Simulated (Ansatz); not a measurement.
```yaml
crystal:
  periodic: [true, true, true]
  atoms:
    - {symbol: C, position_ang: [-0.580477, -0.312824, 0.470182]}
    - {symbol: C, position_ang: [0.536630, 0.172637, -0.402853]}
    - {symbol: F, position_ang: [1.725505, 0.007235, 0.199479]}
    - {symbol: F, position_ang: [0.583813, -0.518182, -1.553560]}
    - {symbol: Cl, position_ang: [0.364437, 1.898593, -0.808009]}
    - {symbol: H, position_ang: [-0.589641, 0.249859, 1.401950]}
    - {symbol: H, position_ang: [-0.416823, -1.371037, 0.680705]}
    - {symbol: H, position_ang: [-1.531245, -0.183380, -0.043795]}
basis:
  gaussian: {orbitals: cc-pVTZ-DK}
hamiltonian: {xc: {name: wB97M-V}}
output: {forces: true}
```

```sh
$ ansatz run in.yaml --threads 4 --pin off --events-out ev --progress --plain --max-ram 10444MiB
```

It prints (some lines left out):

```
Error: YAML parse error: error: line 2 column 3: crystal: missing field `lattice` (a structure is typed as `lattice` and `atoms`, a molecule's as `atoms` in Å alone, or read from a run's directory, `checkpoint`)
 --> <input>:2:3
1 | crystal:
2 |   periodic: [true, true, true]
3 |   atoms:
4 |     - {symbol: C, position_ang: [-0.580477, -0.312824, 0.470182]}
```

Something in this input is off. What?

The molecule is marked periodic without a cell. The input was rejected before any iteration.
